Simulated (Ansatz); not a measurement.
System: CHN, charge 1, doublet. CHN+ (parent SMILES [C-]#[NH+], doublet).
B3LYP-D3(BJ)/def2-TZVP minimum from Ansatz (a program for electronic structure):
```xyz
3

C      0.0000     0.0000    -0.7191
N      0.0000     0.0000     0.4117
H      0.0000     0.0000     1.4327
```
Charge +1, spin multiplicity 2.

Hartree-Fock and CCSD correlation energies in hartree (Ansatz). UHF or UKS for unpaired electrons; spin-orbit terms are left out. Correlated methods leave the cores frozen. No relativity. The UHF reference of CHN+ (parent SMILES [C-]#[NH+], doublet) is spin-contaminated (<S^2> up to 0.28 over the pure value in the sets run). The spin of CHN+ (parent SMILES [C-]#[NH+], doublet) was assumed, and the state is the lowest solution found for it.

| basis | X | E(HF) | E(corr, CCSD) |
|---|---|---|---|
| cc-pVTZ | 3 | -92.49973 | -0.29917 |
| cc-pVQZ | 4 | -92.50627 | -0.31524 |
| cc-pV5Z | 5 | -92.50758 | withheld |

Fit E(corr) = E∞ + A/X³ to X = 3 and 4, predict X = 5, and compare with the run.

A = (-0.29917 - (-0.31524))/(1/27 - 1/64) = 0.7505; E∞ = -0.31524 - A/64 = -0.32697; at X = 5, E∞ + A/125 = -0.32096. The run gave -0.32056, 0.40 mEh above the prediction. The same form on X = 4 and 5 gives E∞ = -0.32614, 0.83 mEh above the first estimate.
